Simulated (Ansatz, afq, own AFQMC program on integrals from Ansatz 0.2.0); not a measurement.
## BGe⁺, quintet: AFQMC among the cluster methods

```
atom   x (Å)   y (Å)   z (Å)
  Ge  0.0000  0.0000  0.0000
   B  0.0000  0.0000  1.9774
```

Basis cc-pVDZ. Noble-gas cores (and the filled d shells of Ga–Kr and In–Xe) are frozen. AFQMC by an in-house program on the Cholesky factors that Ansatz 0.2.0 writes for its CCSD(T) run. ph-AFQMC/CISD is guided by a CISD state made of CCSD amplitudes; releasing the constraint for a short imaginary time cuts its bias at the price of noise, slowly where states lie close. Uncertainties: one standard error, sampling alone. No spin–orbit coupling.

Determinant: ROHF, the one that the program's search chose, which needn't be the lowest solution. The geometry is a PBE0/def2-TZVP stationary point of this or a neighbouring charge and spin state.

Full CI on the same integrals is exact in this basis and with this determinant's frozen core.

Cautions: no relativity below Rb; no spin-orbit coupling; inner d shell frozen; lower spins were not checked; the released energies are still falling, so no released level is given (meV from the phaseless value at times in 1/Eh: -7.6 ± 2.5 at 0.24, -9.0 ± 1.4 at 0.51, -15 ± 3 at 0.99, -28 ± 6 at 1.62, -29.4 ± 2.2 at 2.40).

* T1 diagnostic: 0.0352
* weight of the determinant in the CISD state: 0.901
* size of the correlated space: 6 electrons in 26 orbitals

Reference: full CI, correlation energy -2.887 eV.

```csv
level,E − E(reference) (kJ/mol),share of correlation (%)
HF,278.6,0.00
MP2,68.6,75.38
CCSD,18.2,93.48
CCSD(T),4.7,98.32
CCSDT,1.2,99.55
CCSDT(Q),0.3,99.90
CCSDTQ,0.1,99.98
ph-AFQMC/HF,18.0 ± 1.9,93.54
ph-AFQMC/CISD,3.4 ± 0.2,98.78
```

CCSDT and higher add their correlation energy to the determinant of the CCSD(T) run, since their own runs factorise the integrals more tightly (a shift of under 2 meV). A walk keeps the symmetry of its determinant, which the program's search chose and which needn't be the lowest solution, so a lower state of the same spin and another symmetry isn't excluded.
